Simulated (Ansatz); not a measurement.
A made-up structure of CH2FSi, doublet:

```
5
angstrom
F 0.6579 -1.9804 1.5939
C -0.0717 0.3617 -0.5217
Si 0.5311 -0.4363 0.8701
H -0.9260 0.0074 -1.0396
H 0.1095 1.4061 -0.5203
```

It is relaxed with PBE-D4/def2-SVP and then PBE0-D4/def2-TZVP (Ansatz 0.2.0). Atoms count as bonded within 1.22 times the sum of their covalent radii (H–H: 0.88 Å). The end point is not checked to be a true minimum.

Does its bonding change? (A judgement: the text doesn't fix the answer.)

By the calculation: No: no bond forms or breaks.

Where it ends: The first stage lowers the energy by 0.47 eV in 10 steps. It ends as CH₂FSi ([CH2][Si][F]):
```
5
angstrom
F 0.4131 -1.8497 1.1087
C -0.0489 0.3273 -0.3622
Si 0.6949 -0.2595 1.2247
H -0.8376 -0.2134 -0.8862
H 0.0793 1.3540 -0.7025
```

Labels in which every atom is bracketed show which atoms are joined, not bond orders.

For scale, one of the runs: PBE0-D4/def2-TZVP relaxation, 111 basis functions, launched by `ansatz run in.yaml --threads 2 --pin off --events-out ev --progress --plain --max-ram 4352MiB`. Hardware: 2 CPU threads of an Arm Neoverse V1, shared host. Wall time about 34 s.
